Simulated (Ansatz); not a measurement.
1T (CdI2-type) SnSe2 was calculated with PBEsol in Ansatz (plane waves, PAW).

Numerical settings: plane-wave cutoff 560 eV, 12×12×6 k mesh (along the axes of the cell as run), Fermi–Dirac smearing 0.01 eV, scalar-relativistic PAW data made under PBE.

Starting structure:

```yaml
crystal:
  lattice:
    - [3.81000, 0.00000, 0.00000]
    - [-1.90500, 3.29956, 0.00000]
    - [0.00000, 0.00000, 6.14000]
  atoms:
    - { symbol: Sn, position: [0.00000, 0.00000, 0.00000] }
    - { symbol: Se, position: [0.33333, 0.66667, 0.25000] }
    - { symbol: Se, position: [0.66667, 0.33333, 0.75000] }
```

Q: Into what structure does the relaxation of cell and atoms lead at this level, with the symmetry of the start kept?

A: The volume grows by 0.7 %; final space group P-3m1.
```yaml
crystal:
  lattice:
    - [3.81772, 0.00000, 0.00000]
    - [-1.90886, 3.30624, 0.00000]
    - [0.00000, 0.00000, 6.15519]
  atoms:
    - { symbol: Sn, position: [0.00000, 0.00000, 0.00000] }
    - { symbol: Se, position: [0.33333, 0.66667, 0.25775] }
    - { symbol: Se, position: [0.66667, 0.33333, 0.74225] }
```

Note: the cell comes from a level without a dispersion term, which matters for the spacing of layers, chains or molecules.

Ansatz is a program for electronic structure.
